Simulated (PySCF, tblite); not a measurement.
# BeH₂Br−, a complex of two parts: NMR shifts, interaction energy, infrared bands, spin-spin couplings and core binding energies, part 2 of 2

tblite 0.8.0 and PySCF 2.14.0. Atoms count from 0, parts from 1. The steps go on from the part before.

## 6. Interaction energy: wB97M-D3(BJ)/def2-TZVPD

Job settings and geometry (Å):

```
{"job": {"kind": "inter", "xc": "wB97M-D3(BJ)", "basis": "def2-TZVPD", "pairs": false}, "charge": -1, "multiplicity": 1, "parts": [{"atoms": "0-2", "charge": 0, "multiplicity": 1}, {"atoms": "3-3", "charge": -1, "multiplicity": 1}]}
Be     0.063204     0.390078    -0.087717
H     -1.275854     0.003598    -0.129528
H      1.173528    -0.400890     0.207442
Br     0.470629     2.479178    -0.536572
```

Level: wB97M-D3(BJ)/def2-TZVPD interaction energy, counterpoise and uncorrected, gas phase.

The log of the run:

```text
part 1, own basis, geometry of the cluster
coarse grid: 10032 points
cycle   1  E = -15.8806975613  dE = -1.593e-01  |g| = 1.217e-01  |ddm| = 1.020e+00
cycle   2  E = -15.8898693171  dE = -9.172e-03  |g| = 2.933e-02  |ddm| = 1.579e-01
cycle   3  E = -15.8908432113  dE = -9.739e-04  |g| = 1.004e-02  |ddm| = 6.577e-02
cycle   4  E = -15.8909656333  dE = -1.224e-04  |g| = 1.635e-03  |ddm| = 2.473e-02
cycle   5  E = -15.8909691302  dE = -3.497e-06  |g| = 2.700e-04  |ddm| = 3.717e-03
final grid: 21776 points
cycle   6  E = -15.8909674312  dE = -6.552e-08  |g| = 9.042e-05  |ddm| = 5.335e-04
cycle   7  E = -15.8909674400  dE = -8.761e-09  |g| = 3.452e-05  |ddm| = 1.428e-04
cycle   8  E = -15.8909674416  dE = -1.599e-09  |g| = 3.194e-06  |ddm| = 7.747e-05
cycle   9  E = -15.8909674416  dE = -1.312e-11  |g| = 8.261e-07  |ddm| = 8.603e-06
converged SCF energy = -15.8909674416

part 2, own basis, geometry of the cluster
coarse grid: 7336 points
cycle   1  E = -2574.2060103929  dE = -1.270e+00  |g| = 2.961e-01  |ddm| = 6.784e-01
cycle   2  E = -2574.2383540521  dE = -3.234e-02  |g| = 1.851e-01  |ddm| = 6.727e-01
cycle   3  E = -2574.2461575318  dE = -7.803e-03  |g| = 6.100e-02  |ddm| = 2.222e-01
cycle   4  E = -2574.2463671394  dE = -2.096e-04  |g| = 8.632e-03  |ddm| = 2.617e-02
cycle   5  E = -2574.2463871046  dE = -1.997e-05  |g| = 9.032e-04  |ddm| = 1.960e-02
cycle   6  E = -2574.2463874254  dE = -3.208e-07  |g| = 8.228e-05  |ddm| = 2.521e-03
final grid: 13080 points
cycle   7  E = -2574.2463698185  dE = -7.705e-09  |g| = 5.799e-05  |ddm| = 3.513e-04
cycle   8  E = -2574.2463698192  dE = -6.594e-10  |g| = 4.396e-05  |ddm| = 1.080e-04
cycle   9  E = -2574.2463698194  dE = -1.605e-10  |g| = 3.383e-06  |ddm| = 2.609e-05
converged SCF energy = -2574.2463698194

part 1, own basis, relaxed alone
coarse grid: 10032 points
cycle   1  E = -15.9080405984  dE = -1.642e-01  |g| = 1.022e-01  |ddm| = 1.031e+00
cycle   2  E = -15.9143744852  dE = -6.334e-03  |g| = 2.362e-02  |ddm| = 2.707e-01
cycle   3  E = -15.9148756942  dE = -5.012e-04  |g| = 3.921e-03  |ddm| = 6.500e-02
cycle   4  E = -15.9148868027  dE = -1.111e-05  |g| = 3.968e-04  |ddm| = 7.900e-03
cycle   5  E = -15.9148869145  dE = -1.119e-07  |g| = 3.925e-05  |ddm| = 1.294e-03
final grid: 21776 points
cycle   6  E = -15.9148896535  dE = -3.580e-09  |g| = 1.481e-05  |ddm| = 3.139e-04
cycle   7  E = -15.9148896537  dE = -1.421e-10  |g| = 3.782e-06  |ddm| = 2.794e-05
converged SCF energy = -15.9148896537

part 2, own basis, relaxed alone: E = -2574.2463698194 (as before)

cluster
final grid: 34848 points
cycle   1  E = -2590.2060336393  dE = -6.215e-02  |g| = 1.257e-01  |ddm| = 8.384e-01
cycle   2  E = -2590.2125991816  dE = -6.566e-03  |g| = 6.830e-02  |ddm| = 2.275e-01
cycle   3  E = -2590.2139371834  dE = -1.338e-03  |g| = 1.716e-02  |ddm| = 6.320e-02
cycle   4  E = -2590.2141573447  dE = -2.202e-04  |g| = 7.182e-03  |ddm| = 4.461e-02
cycle   5  E = -2590.2141733784  dE = -1.603e-05  |g| = 8.324e-04  |ddm| = 1.309e-02
cycle   6  E = -2590.2141740702  dE = -6.919e-07  |g| = 1.114e-04  |ddm| = 3.927e-03
cycle   7  E = -2590.2141740867  dE = -1.645e-08  |g| = 2.694e-05  |ddm| = 9.137e-04
cycle   8  E = -2590.2141740873  dE = -6.280e-10  |g| = 7.216e-06  |ddm| = 1.164e-04
converged SCF energy = -2590.2141740873

part 1 in the basis of the cluster
final grid: 34848 points
cycle   1  E = -15.8910827967  dE = -1.230e-04  |g| = 2.206e-03  |ddm| = 1.809e-01
cycle   2  E = -15.8910846292  dE = -1.832e-06  |g| = 3.303e-04  |ddm| = 2.282e-02
cycle   3  E = -15.8910846869  dE = -5.774e-08  |g| = 2.589e-05  |ddm| = 4.035e-03
cycle   4  E = -15.8910846875  dE = -5.536e-10  |g| = 3.193e-06  |ddm| = 1.871e-04
converged SCF energy = -15.8910846875

part 2 in the basis of the cluster
final grid: 34848 points
cycle   1  E = -2574.2459838709  dE = -1.649e-04  |g| = 2.082e-03  |ddm| = 9.433e-02
cycle   2  E = -2574.2459860976  dE = -2.227e-06  |g| = 1.213e-03  |ddm| = 1.558e-02
cycle   3  E = -2574.2459864556  dE = -3.579e-07  |g| = 4.245e-04  |ddm| = 3.483e-03
cycle   4  E = -2574.2459865254  dE = -6.984e-08  |g| = 9.684e-05  |ddm| = 2.674e-03
cycle   5  E = -2574.2459865360  dE = -1.058e-08  |g| = 1.396e-05  |ddm| = 1.335e-03
cycle   6  E = -2574.2459865362  dE = -2.487e-10  |g| = 2.563e-06  |ddm| = 1.749e-04
converged SCF energy = -2574.2459865362

Interaction energy (kcal/mol)
  counterpoise      -49.352
  uncorrected       -49.536
  dispersion part    -0.969
  deformation        14.996
  binding           -34.356

Decomposition of the uncorrected value (kcal/mol)
  electrostatic     -55.213
  Pauli              50.754
  orbital           -44.107
  dispersion         -0.969

Charge of each part in the cluster: -0.157 -0.843
```

Wall time 4.1 s (1 thread of Intel Xeon 6975P-C, shared host); peak memory 0.43 GiB.

Contacts at this geometry (a selection, picked against the atoms' radii; other short pairs can be missing):

```csv
atoms,distance (Å),kind (by distance and angle),angle (°)
Be0···Br3,2.17,bonding distance,–
```

The decomposition goes in steps from the parts' own densities: electrostatics between them unchanged, then the rise on making their orbitals orthogonal (called Pauli here; it holds the exchange-correlation between the parts too, so it can be small or negative at long range), then orbital relaxation, then the dispersion term. Charges of the parts share the cluster's density out in proportion to the parts' own densities.

The SCF energies in the log hold no dispersion term; the tabulated energies do.

The parts:

| part | SMILES | deformation (kcal/mol) | HOMO alone (eV) | charge in the cluster (e) |
| --- | --- | --- | --- | --- |
| 1 | [BeH2] | 15.00 | -11.21 | -0.157 |
| 2 | [Br-] | 0.00 | -3.36 | -0.843 |

## 7. Interaction energy: PBE0-D3(BJ)/def2-TZVPD

Job settings and geometry (Å):

```
{"job": {"kind": "inter", "xc": "PBE0", "basis": "def2-TZVPD", "disp": "d3bj"}, "charge": -1, "multiplicity": 1, "parts": [{"atoms": "0-2", "charge": 0, "multiplicity": 1}, {"atoms": "3-3", "charge": -1, "multiplicity": 1}]}
Be     0.063204     0.390078    -0.087717
H     -1.275854     0.003598    -0.129528
H      1.173528    -0.400890     0.207442
Br     0.470629     2.479178    -0.536572
```

With the program's defaults for keys left out, this is: PBE0-D3(BJ)/def2-TZVPD interaction energy, counterpoise and uncorrected, gas phase.

The log of the run:

```text
part 1, own basis, geometry of the cluster
coarse grid: 2304 points
cycle   1  E = -15.8409424729  dE = -1.682e-01  |g| = 1.380e-01  |ddm| = 1.113e+00
cycle   2  E = -15.8477945293  dE = -6.852e-03  |g| = 4.582e-02  |ddm| = 2.062e-01
cycle   3  E = -15.8488783606  dE = -1.084e-03  |g| = 6.209e-03  |ddm| = 7.114e-02
cycle   4  E = -15.8488972797  dE = -1.892e-05  |g| = 7.086e-04  |ddm| = 9.567e-03
cycle   5  E = -15.8488975796  dE = -2.999e-07  |g| = 9.644e-05  |ddm| = 1.520e-03
final grid: 21776 points
cycle   6  E = -15.8492712514  dE = -4.589e-06  |g| = 8.419e-04  |ddm| = 1.687e-02
cycle   7  E = -15.8492715322  dE = -2.808e-07  |g| = 3.242e-04  |ddm| = 1.741e-03
cycle   8  E = -15.8492715759  dE = -4.371e-08  |g| = 1.675e-05  |ddm| = 6.409e-04
cycle   9  E = -15.8492715762  dE = -3.025e-10  |g| = 6.981e-06  |ddm| = 3.900e-05
converged SCF energy = -15.8492715762

part 2, own basis, geometry of the cluster
coarse grid: 7336 points
cycle   1  E = -2573.8972835167  dE = -1.201e+00  |g| = 3.129e-01  |ddm| = 7.233e-01
cycle   2  E = -2573.9008272227  dE = -3.544e-03  |g| = 3.357e-01  |ddm| = 9.295e-01
cycle   3  E = -2573.9394524058  dE = -3.863e-02  |g| = 9.324e-02  |ddm| = 4.415e-01
cycle   4  E = -2573.9399384950  dE = -4.861e-04  |g| = 3.358e-03  |ddm| = 3.449e-02
cycle   5  E = -2573.9399406802  dE = -2.185e-06  |g| = 8.957e-04  |ddm| = 5.281e-03
final grid: 13080 points
cycle   6  E = -2573.9399405797  dE =  1.149e-08  |g| = 1.130e-03  |ddm| = 2.373e-03
cycle   7  E = -2573.9399405187  dE =  6.103e-08  |g| = 1.433e-03  |ddm| = 2.302e-03
cycle   8  E = -2573.9399408611  dE = -3.424e-07  |g| = 7.080e-05  |ddm| = 1.095e-03
cycle   9  E = -2573.9399408629  dE = -1.824e-09  |g| = 1.072e-06  |ddm| = 9.544e-05
cycle  10  E = -2573.9399408629  dE =  4.093e-12  |g| = 1.355e-08  |ddm| = 3.710e-06
converged SCF energy = -2573.9399408629

part 1, own basis, relaxed alone
coarse grid: 2304 points
cycle   1  E = -15.8667115873  dE = -1.795e-01  |g| = 1.038e-01  |ddm| = 1.151e+00
cycle   2  E = -15.8706319138  dE = -3.920e-03  |g| = 1.755e-02  |ddm| = 1.515e-01
cycle   3  E = -15.8708104886  dE = -1.786e-04  |g| = 3.492e-03  |ddm| = 2.520e-02
cycle   4  E = -15.8708150177  dE = -4.529e-06  |g| = 3.957e-04  |ddm| = 7.994e-03
final grid: 21776 points
cycle   5  E = -15.8721940103  dE = -3.780e-06  |g| = 4.075e-04  |ddm| = 4.725e-03
cycle   6  E = -15.8721940988  dE = -8.846e-08  |g| = 1.315e-04  |ddm| = 1.223e-03
cycle   7  E = -15.8721941052  dE = -6.471e-09  |g| = 8.292e-06  |ddm| = 3.291e-04
cycle   8  E = -15.8721941053  dE = -4.946e-11  |g| = 1.662e-06  |ddm| = 1.740e-05
converged SCF energy = -15.8721941053

part 2, own basis, relaxed alone: E = -2573.9399408629 (as before)

cluster
final grid: 34848 points
cycle   1  E = -2589.8568677336  dE = -5.851e-02  |g| = 1.940e-01  |ddm| = 1.046e+00
cycle   2  E = -2589.8573460767  dE = -4.783e-04  |g| = 2.024e-01  |ddm| = 3.315e-01
cycle   3  E = -2589.8696852453  dE = -1.234e-02  |g| = 1.179e-02  |ddm| = 1.631e-01
cycle   4  E = -2589.8697022670  dE = -1.702e-05  |g| = 5.111e-03  |ddm| = 9.907e-03
cycle   5  E = -2589.8697061260  dE = -3.859e-06  |g| = 5.200e-04  |ddm| = 4.884e-03
cycle   6  E = -2589.8697062231  dE = -9.715e-08  |g| = 2.000e-04  |ddm| = 8.934e-04
cycle   7  E = -2589.8697062352  dE = -1.210e-08  |g| = 1.307e-05  |ddm| = 2.702e-04
cycle   8  E = -2589.8697062353  dE = -7.731e-11  |g| = 1.999e-06  |ddm| = 2.696e-05
converged SCF energy = -2589.8697062353

part 1 in the basis of the cluster
final grid: 34848 points
cycle   1  E = -15.8494004013  dE = -1.425e-04  |g| = 1.136e-03  |ddm| = 1.860e-01
cycle   2  E = -15.8494008458  dE = -4.445e-07  |g| = 1.370e-04  |ddm| = 1.010e-02
cycle   3  E = -15.8494008514  dE = -5.622e-09  |g| = 3.548e-05  |ddm| = 7.331e-04
cycle   4  E = -15.8494008519  dE = -5.429e-10  |g| = 3.968e-06  |ddm| = 4.800e-05
converged SCF energy = -15.8494008519

part 2 in the basis of the cluster
final grid: 34848 points
cycle   1  E = -2573.9396204257  dE = -1.879e-04  |g| = 2.906e-03  |ddm| = 1.670e-01
cycle   2  E = -2573.9396206986  dE = -2.728e-07  |g| = 3.583e-03  |ddm| = 1.274e-02
cycle   3  E = -2573.9396236033  dE = -2.905e-06  |g| = 3.588e-04  |ddm| = 3.279e-03
cycle   4  E = -2573.9396236320  dE = -2.871e-08  |g| = 4.555e-05  |ddm| = 7.438e-04
cycle   5  E = -2573.9396236332  dE = -1.210e-09  |g| = 1.591e-06  |ddm| = 3.846e-04
cycle   6  E = -2573.9396236332  dE =  7.731e-12  |g| = 8.626e-07  |ddm| = 2.213e-05
converged SCF energy = -2573.9396236332

Interaction energy (kcal/mol)
  counterpoise      -51.440
  uncorrected       -51.649
  dispersion part    -0.811
  deformation        14.380
  binding           -37.059

Decomposition of the uncorrected value (kcal/mol)
  electrostatic     -54.000
  Pauli              47.933
  orbital           -44.771
  dispersion         -0.811

Charge of each part in the cluster: -0.160 -0.840
```

Run time: 2.5 s. Hardware: 1 thread of Intel Xeon 6975P-C, shared host; peak memory 0.43 GiB.

In short: -51.44 kcal/mol with counterpoise, basis-set superposition error 0.21.

## 8. Infrared spectrum: PBE0-D3(BJ)/def2-TZVPD

Job settings and geometry (Å):

```
{"job": {"kind": "irdft", "xc": "PBE0", "basis": "def2-TZVPD", "disp": "d3bj", "grid": 2}, "charge": -1, "multiplicity": 1, "parts": [{"atoms": "0-2", "charge": 0, "multiplicity": 1}, {"atoms": "3-3", "charge": -1, "multiplicity": 1}]}
Be     0.063204     0.390078    -0.087717
H     -1.275854     0.003598    -0.129528
H      1.173528    -0.400890     0.207442
Br     0.470629     2.479178    -0.536572
```

Level: PBE0-D3(BJ)/def2-TZVPD harmonic vibrations by differences of gradients, gas phase.

The log of the run:

```text
coarse grid: 17360 points
cycle   1  E = -2589.8412840882  dE = -1.244e+00  |g| = 3.010e-01  |ddm| = 1.531e+00
cycle   2  E = -2589.8633931857  dE = -2.211e-02  |g| = 1.531e-01  |ddm| = 6.476e-01
cycle   3  E = -2589.8709226205  dE = -7.529e-03  |g| = 5.008e-02  |ddm| = 2.331e-01
cycle   4  E = -2589.8714654638  dE = -5.428e-04  |g| = 4.380e-03  |ddm| = 3.835e-02
cycle   5  E = -2589.8714708629  dE = -5.399e-06  |g| = 7.731e-04  |ddm| = 4.956e-03
final grid: 34848 points
cycle   6  E = -2589.8714557078  dE = -1.204e-07  |g| = 7.941e-04  |ddm| = 1.879e-03
cycle   7  E = -2589.8714556981  dE =  9.646e-09  |g| = 9.618e-04  |ddm| = 1.614e-03
cycle   8  E = -2589.8714558802  dE = -1.821e-07  |g| = 5.335e-05  |ddm| = 7.539e-04
cycle   9  E = -2589.8714558814  dE = -1.153e-09  |g| = 2.968e-06  |ddm| = 7.093e-05
cycle  10  E = -2589.8714558813  dE =  6.366e-12  |g| = 1.560e-06  |ddm| = 5.941e-06
converged SCF energy = -2589.8714558813

mode    cm-1     km/mol
  1     435.4     15.79
  2     571.3     19.49
  3     719.4    233.19
  4     843.2    411.89
  5    1783.5    338.14
  6    1844.9    622.80
```

Run time: 39 s. Hardware: 1 thread of Intel Xeon 6975P-C, shared host; peak memory 0.43 GiB.

The strongest bands and the atoms that carry them:

```csv
cm⁻¹,km/mol,atoms
435,15.8,"Be0 73 %, Br3 12 %"
571,19.5,"H1 42 %, H2 42 %, Be0 15 %"
719,233.2,"H1 37 %, H2 36 %, Be0 27 %"
843,411.9,"H2 43 %, H1 43 %, Be0 13 %"
1784,338.1,"H2 50 %, H1 47 %"
1845,622.8,"H1 44 %, H2 41 %, Be0 15 %"
```

Strongest bands of the parts alone (cm⁻¹, km/mol): part 1: 714 (326), 714 (326), 2234 (231).

On forming the cluster at 298.15 K and 1 atm (harmonic, kcal/mol): zero-point energy +0.74, all enthalpy terms beyond the electronic energy -0.18, −TΔS +6.09.

## 9. Indirect couplings: B3LYP/pcSseg-1+pcJ-1

Job settings and geometry (Å):

```
{"job": {"kind": "j", "xc": "B3LYP", "basis": "pcJ-1"}, "charge": -1, "multiplicity": 1, "parts": [{"atoms": "0-2", "charge": 0, "multiplicity": 1}, {"atoms": "3-3", "charge": -1, "multiplicity": 1}]}
Be     0.063204     0.390078    -0.087717
H     -1.275854     0.003598    -0.129528
H      1.173528    -0.400890     0.207442
Br     0.470629     2.479178    -0.536572
```

Method: B3LYP/pcJ-1 Br:pcSseg-1 indirect spin-spin coupling, non-relativistic, gas phase.

The log of the run:

```text
coarse grid: 17360 points
cycle   1  E = -2589.9318373504  dE = -1.393e+00  |g| = 7.068e-01  |ddm| = 1.584e+00
cycle   2  E = -2589.9560479307  dE = -2.421e-02  |g| = 2.750e-01  |ddm| = 6.502e-01
cycle   3  E = -2589.9620081869  dE = -5.960e-03  |g| = 6.179e-02  |ddm| = 2.061e-01
cycle   4  E = -2589.9625796764  dE = -5.715e-04  |g| = 1.577e-02  |ddm| = 6.357e-02
cycle   5  E = -2589.9626461792  dE = -6.650e-05  |g| = 1.394e-03  |ddm| = 2.060e-02
cycle   6  E = -2589.9626465874  dE = -4.082e-07  |g| = 3.907e-04  |ddm| = 1.990e-03
final grid: 34848 points
cycle   7  E = -2589.9626207534  dE = -1.199e-08  |g| = 3.522e-04  |ddm| = 6.903e-04
cycle   8  E = -2589.9626207573  dE = -3.894e-09  |g| = 3.118e-04  |ddm| = 5.809e-04
cycle   9  E = -2589.9626207808  dE = -2.342e-08  |g| = 1.627e-05  |ddm| = 2.833e-04
cycle  10  E = -2589.9626207808  dE = -4.093e-11  |g| = 6.361e-07  |ddm| = 1.498e-05
converged SCF energy = -2589.9626207808

Indirect spin-spin couplings (Hz)
  i      j    bonds     total        FC       PSO       DSO        SD
  1 H    2 H    2     19.354    19.281     0.636    -0.604     0.041

== part 1 alone, relaxed ==
coarse grid: 2304 points
cycle   1  E = -15.9158620668  dE = -1.820e-01  |g| = 1.151e-01  |ddm| = 1.269e+00
cycle   2  E = -15.9205605634  dE = -4.698e-03  |g| = 2.786e-02  |ddm| = 1.763e-01
cycle   3  E = -15.9209332658  dE = -3.727e-04  |g| = 2.990e-03  |ddm| = 4.258e-02
cycle   4  E = -15.9209364410  dE = -3.175e-06  |g| = 4.827e-04  |ddm| = 4.012e-03
final grid: 21776 points
cycle   5  E = -15.9172286526  dE = -1.060e-05  |g| = 6.765e-04  |ddm| = 2.840e-03
cycle   6  E = -15.9172287280  dE = -7.538e-08  |g| = 1.001e-04  |ddm| = 9.593e-04
cycle   7  E = -15.9172287318  dE = -3.846e-09  |g| = 1.941e-05  |ddm| = 1.815e-04
cycle   8  E = -15.9172287320  dE = -1.629e-10  |g| = 2.731e-06  |ddm| = 3.645e-05
converged SCF energy = -15.9172287320

Indirect spin-spin couplings (Hz)
  i      j    bonds     total        FC       PSO       DSO        SD
  1 H    2 H    2     47.367    47.876     1.473    -1.963    -0.019
```

It took 1.6 s on 1 thread of Intel Xeon 6975P-C, shared host; peak memory 0.44 GiB.

A choice of the couplings up to four bonds, sorted by the number of bonds, with means over like pairs; isotopes 1H:

```
 pair  bonds  J (Hz)  Fermi contact (Hz)
H1–H2      2    19.4                19.3
```

The response was solved for the nuclei of H alone, so couplings that need other nuclei can be missing.

Quadrupole couplings from the field gradients of the same density:

| atom | isotope | eQq/h (MHz) | η |
| --- | --- | --- | --- |
| Br3 | 79Br | 150.4 | 0.60 |

Against the parts alone, each relaxed by itself:

```csv
pair,alone (Hz),in the cluster,change (Hz)
H1–H2,47.4,19.4,-28.0
```

## 10. Core-electron binding energies: SCAN, X2C

Job settings and geometry (Å):

```
{"job": {"kind": "xps", "holes": 3}, "charge": -1, "multiplicity": 1, "parts": [{"atoms": "0-2", "charge": 0, "multiplicity": 1}, {"atoms": "3-3", "charge": -1, "multiplicity": 1}]}
Be     0.063204     0.390078    -0.087717
H     -1.275854     0.003598    -0.129528
H      1.173528    -0.400890     0.207442
Br     0.470629     2.479178    -0.536572
```

With the program's defaults for keys left out, this is: delta-SCF UKS SCAN, pcX-2 on the ionised atom, pcseg-1 elsewhere, spin-free X2C.

The log of the run:

```text
ground state, core basis on atom 0 (Be), 64 functions
  cycle   1  E = -2614.62702332  |g| = 2.84e-01
  cycle   2  E = -2614.65177173  |g| = 1.85e-01
  cycle   3  E = -2614.66165299  |g| = 2.24e-02
  cycle   4  E = -2614.66180182  |g| = 9.74e-03
  cycle   5  E = -2614.66182990  |g| = 1.69e-03
  cycle   6  E = -2614.66183798  |g| = 3.94e-04
  E(ground) = -2614.81003594 Eh
hole in Be 1s of atom 0
  cycle   1  E = -2610.19234415  |g| = 8.46e-01
  cycle   2  E = -2608.86973640  |g| = 1.51e+00
  cycle   3  E = -2610.38990502  |g| = 3.36e-01
  cycle   4  E = -2610.47764885  |g| = 9.25e-02
  cycle   5  E = -2610.48218553  |g| = 1.56e-02
  cycle   6  E = -2610.48234767  |g| = 4.64e-03
  cycle   7  E = -2610.48236888  |g| = 1.99e-03
  cycle   8  E = -2610.48237343  |g| = 7.24e-04
  cycle   9  E = -2610.48237237  |g| = 2.80e-04
  E(ion) = -2610.62855619 Eh   <S^2> = 0.7697   hole on atom = 1.000   binding energy = 113.784 eV

== part 1 alone, relaxed ==
ground state, core basis on atom 0 (Be), 37 functions
  cycle   1  E = -15.88614428  |g| = 1.30e-01
  cycle   2  E = -15.89231549  |g| = 3.88e-02
  cycle   3  E = -15.89304365  |g| = 4.42e-03
  cycle   4  E = -15.89305041  |g| = 8.02e-04
  cycle   5  E = -15.89305082  |g| = 3.69e-05
  E(ground) = -15.89300462 Eh
hole in Be 1s of atom 0
  cycle   1  E = -11.18144837  |g| = 8.14e-01
  cycle   2  E = -11.36342953  |g| = 2.74e-01
  cycle   3  E = -11.41268907  |g| = 7.03e-02
  cycle   4  E = -11.41646444  |g| = 5.76e-03
  cycle   5  E = -11.41649609  |g| = 1.06e-03
  cycle   6  E = -11.41649818  |g| = 3.90e-04
  E(ion) = -11.41680697 Eh   <S^2> = 0.7588   hole on atom = 1.000   binding energy = 121.804 eV
```

It took 1.3 s on 1 thread of Intel Xeon 6975P-C, shared host; peak memory 0.44 GiB.

The holes in one table. −ε is the ground-state orbital energy:

| hole | stands for | environment | ΔSCF (eV) | −ε (eV) | ⟨S²⟩ |
| --- | --- | --- | --- | --- | --- |
| Be1s on Be0 | Be0 | Be bonded to Br, 2 H | 113.78 | 100.7 | 0.770 |

What binding changes (parts relaxed alone, same level, their own basis):

```
       hole  alone (eV)  in the cluster  change (eV)
Be1s on Be0      121.80          113.78        -8.02
```

## 11. Comparing the runs

Energies in kcal/mol, with wall time:

```
                    run  counterpoise  BSSE  electrostatic  Pauli  orbital  dispersion   time
wB97M-D3(BJ)/def2-TZVPD        -49.35  0.18         -55.21  50.75   -44.11       -0.97  4.1 s
 PBE0-D3(BJ)/def2-TZVPD        -51.44  0.21         -54.00  47.93   -44.77       -0.81  2.5 s
```

## 12. What came out

The summary covers parts 1 to 2.

| quantity | value |
| --- | --- |
| binding energy (GFN2-xTB) | -44.78 kcal/mol (rough: tight binding is poor for bare ions) |
| point group | C2v |
| rotational constants (main isotopes) | 159.78, 9.86, 9.29 GHz |
| shieldings of H, Be, Br (PBE0/aug-pcSseg-2, a mean where the table joins atoms) | H1 26.7, Be0 82.8, Br3 2698.0 ppm |
| largest proton shift on binding | H2, +1.32 ppm |
| interaction energy, CCSD(T) limit estimate | -50.34 kcal/mol |
| MP2/aug-cc-pVQZ | -50.27 kcal/mol |
| T1 diagnostic | 0.0067 |
| interaction energy, counterpoise (wB97M-D3(BJ)/def2-TZVPD) | -49.35 kcal/mol |
| superposition error | 0.18 kcal/mol |
| binding energy (with deformation) | -34.36 kcal/mol |
| strongest single infrared mode (PBE0-D3(BJ)/def2-TZVPD) | 1845 cm⁻¹ |
| largest coupling of the table (B3LYP/pcSseg-1+pcJ-1) | 2J(H,H) H1–H2, 19.4 Hz |
| Be1s binding energies, SCAN/pcX-2 | Be0 113.78 eV |
| range of the interaction energy over the runs of this table | -51.44 to -49.35 kcal/mol |

On relaxing, metal atoms bound new neighbours (Be0–Br3). At its xTB geometry the search ends with the contact Be0···Br3 (bond, 2.11 Å); 6 starts can't prove it the lowest minimum. A later relaxation moves these distances. Over 3 steps the energy fell by 0.087 eV; of the close pairs, Be0–H2 changed most, 1.292 to 1.395 Å. At PBE0/aug-pcSseg-2: The largest span, 858 ppm, is at Br3, where the paramagnetic term is -432 ppm. On binding (GIAO PBE0/aug-pcSseg-2 NMR shielding, non-relativistic, gas phase), H2 moves most among the protons, 1.32 ppm downfield. The interaction energy leaves out the deformation of the parts, 15.14 kcal/mol at MP2. So large a deformation means that a part is far from its own minimum, so a sum across the two methods would be rough. No mode is imaginary at PBE0-D3(BJ)/def2-TZVPD; the softest lies at 435 cm⁻¹. The interaction energy runs from -51.44 (PBE0-D3(BJ)/def2-TZVPD) to -49.35 kcal/mol (wB97M-D3(BJ)/def2-TZVPD). Spin-orbit coupling is left out, which matters for shieldings and couplings at and beside the heavy atoms.
